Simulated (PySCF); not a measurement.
Level of theory: B3LYP-D3(BJ)/def2-TZVP // PBE0-D4/def2-TZVP in PySCF 2.14.0. Gas-phase values, no solvent. One relaxed conformer stands for a flexible species; it need not be the lowest. B3LYP has the VWN-RPA correlation part, as in Gaussian. 

Reference species (SMILES): `[CH2]C` (neutral, multiplicity 2).

```yaml
highest_occupied_spin_orbital: -5.61 eV
```

Changed species: `[CH2]N` (radical fragment; the reference has radical fragment).

What does the change do to the highest occupied spin orbital?

the highest occupied spin orbital rises by 1.50 eV, to -4.11 eV.
